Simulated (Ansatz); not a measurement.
Species: C₃H₄, net charge 0, singlet state. 
Structure (B3LYP-D3(BJ)/def2-TZVP (Ansatz, a quantum-chemistry and plane-wave program) minimum search):
```xyz
7

C      0.0000     0.0000     0.0000
C     -0.0052     0.0000     1.3001
C      0.0052     0.0000    -1.3001
H     -0.0108     0.9262     1.8632
H     -0.0040    -0.9263     1.8631
H      0.9337     0.0035    -1.8595
H     -0.9188    -0.0034    -1.8668
```
Charge 0, spin multiplicity 1.

Quantity: atomisation energy (electronic, to ground-state atoms), in kJ/mol. Cores are frozen in the correlated levels unless marked. Open shells are spin-unrestricted. Spin-orbit coupling is left out. Non-relativistic unless marked X2C. The coupled-cluster limit lacks core correlation, which all-electron functionals hold. CBS(X,Y): correlation extrapolated as X^-3; Hartree-Fock from the larger set. The bracket is a focal-point correction in the basis named.

| level | program | atomisation energy (kJ/mol) |
|---|---|---|
| RPA@PBE/cc-pVQZ | Ansatz | 2765.3 |
| RI-MP2/CBS(cc-pVTZ,cc-pVQZ) | Ansatz | 2978.4 |
| SCS-MP2/STO-3G | Ansatz | 2932.7 |
| SCS-MP2/6-31G | Ansatz | 2584.1 |
| SCS-MP2/aug-cc-pVTZ | Ansatz | 2906.1 |
| X2C-CCSD(T)/cc-pVTZ-DK | Ansatz | 2864.2 |
| RI-MP2/CBS(aug-cc-pVTZ,aug-cc-pVQZ)+[CCSD(T)-MP2]/aug-cc-pVTZ | Ansatz | 2935.7 |
